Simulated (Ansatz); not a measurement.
## Ansatz (development build ahead of 0.2.0) run

```yaml
crystal:
  periodic: [false, false, false]
  atoms:
    - { symbol: C, position_ang: [0.87064, 0.0, 0.0] }
    - { symbol: C, position_ang: [-0.43532, 0.754, 0.0] }
    - { symbol: C, position_ang: [-0.43532, -0.754, 0.0] }
    - { symbol: H, position_ang: [1.45523, 0.0, 0.91761] }
    - { symbol: H, position_ang: [-0.72761, 1.26026, 0.91761] }
    - { symbol: H, position_ang: [-0.72761, -1.26026, 0.91761] }
    - { symbol: H, position_ang: [1.45523, 0.0, -0.91761] }
    - { symbol: H, position_ang: [-0.72761, 1.26026, -0.91761] }
    - { symbol: H, position_ang: [-0.72815, -1.26119, -0.9193] }
basis:
  gaussian: { orbitals: cc-pVDZ }
hamiltonian:
  xc: hf
correlation:
  method: mp2
  frozen_orbitals: { C: 1, H: 0 }
```

The input is written out in the form of the current development build from the run's settings.

Results

```
Converged                       : yes
Reference energy                : -117.06702 hartree
Correlation energy              : -0.42405 hartree
Total energy                    : -117.49107 hartree
Spin squared of the determinant : 0.000
```
